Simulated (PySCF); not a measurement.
Computed spin Hamiltonian

C5H8F (doublet state).
Geometry (GFN2-xTB, Å), atoms numbered from 1 in this order:
```xyz
14
C5H8F angstrom
C      1.9975    0.1218    0.1415
C      0.7729   -0.5598   -0.4517
F      0.6171   -0.0928   -1.7782
C     -0.4491   -0.2800    0.3195
C     -1.8756   -0.5027    0.0880
C     -1.3310    0.8829    0.4105
H      2.1988   -0.2888    1.1267
H      2.8604   -0.0397   -0.4996
H      1.8150    1.1898    0.2301
H      0.9311   -1.6414   -0.5600
H     -2.2164   -0.7276   -0.9169
H     -2.4638   -0.9908    0.8539
H     -1.5708    1.2924    1.3827
H     -1.2867    1.6363   -0.3688
```

The hyperfine couplings belong to this conformer and change with its torsions.

As a line formula: `C[C@H](F)[C]1CC1` [radical].

The calculation used UKS B3LYP, pcH-1 on C F H, non-relativistic, mean-field spin-orbit, GIAO in PySCF. Isolated species at its GFN2-xTB geometry (one conformer only). A GFN2-xTB geometry isn't a minimum of the functional, and hyperfine couplings can be far from their values at a DFT geometry. Stability of the SCF solution: not tested.

```
g1, g2, g3                      : 2.00214, 2.00295, 2.00305
g_iso                           : 2.00271
Form of g                       : close to axial: the two nearest values differ by 10 % of g3 − g1
⟨S²⟩                            : 0.7533 (exact 0.7500)
α and β electrons               : 24, 23
HOMO–LUMO gap, α and β orbitals : 7.59, 5.81 eV
Total energy                    : -295.11165 Eh
```

Isotropic coupling and dipolar principal values T1 to T3, in 10⁻⁴ cm⁻¹; ρ(0) is the spin density at the nucleus (1 × 10⁻⁴ cm⁻¹ = 2.998 MHz):

```tsv
atom	isotope	a_iso	T1	T2	T3	Mulliken spin population	ρ(0) (bohr⁻³)
C1	13C	2.0	-0.6	-0.3	0.9	0.00	0.0054
C2	13C	10.1	-0.9	-0.6	1.5	-0.02	0.0268
F3	19F	67.4	-38.5	-35.8	74.3	0.04	0.0480
C4	13C	81.2	-25.3	-23.8	49.1	0.93	0.2167
C5	13C	-6.0	-1.6	0.0	1.6	-0.03	-0.0161
C6	13C	-6.6	-1.5	0.1	1.3	-0.04	-0.0175
H7	1H	2.2	-1.4	-0.9	2.3	0.00	0.0015
H8	1H	1.7	-0.6	-0.5	1.1	0.00	0.0011
H9	1H	-0.2	-1.0	-1.0	2.0	0.00	-0.0001
H10	1H	1.0	-2.3	-1.2	3.6	0.00	0.0007
H11	1H	17.9	-1.7	-0.7	2.4	0.03	0.0120
H12	1H	26.9	-2.1	-1.3	3.4	0.03	0.0180
H13	1H	27.4	-2.0	-1.3	3.3	0.03	0.0184
H14	1H	17.3	-1.7	-0.7	2.4	0.02	0.0116
```

The largest Mulliken spin population is on C4 (+0.93). The angles at C4 add up to 330.2°, so it is pyramidal.

Axes: g3 points within 10° of the C2–C4 bond.

Under fast tumbling the dipolar parts average out, and these isotropic splittings remain: 1 × 19F (F3, I = 1/2, 2 lines) with 7.21 mT, 2 × 1H (H11/H13, I = 1/2, 3 lines) with 2.43 mT, 2 × 1H (H12/H14, I = 1/2, 3 lines) with 2.36 mT, 3 × 1H (H7/H8/H9, I = 1/2, 4 lines) with 0.13 mT and 1 × 1H (H10, I = 1/2, 2 lines) with 0.11 mT.

Nuclei that the bonding pattern makes equivalent are averaged, as if the motion that swaps them (rotation, inversion, ring flip) were fast. The three 1H nuclei of mean +3.8 MHz run from -0.6 to 6.7 MHz in the frozen geometry. The 1H value of +66.2 MHz is a mean of couplings from 51.8 to 80.5 MHz in this one geometry, not an average over conformers. The 1H value of +68.0 MHz is a mean of couplings from 53.8 to 82.2 MHz in this one geometry, not an average over conformers.

The 13C coupling of C4 (243.6 MHz) shows only in satellite lines or after enrichment, since that isotope makes up about 1.07 % of natural carbon.

The spin density at the nucleus, in bohr⁻³, is negative for C5/C6 (-0.0168), for instance. A restricted open-shell determinant has no negative spin density anywhere; here it arises because α and β orbitals differ (spin polarisation).
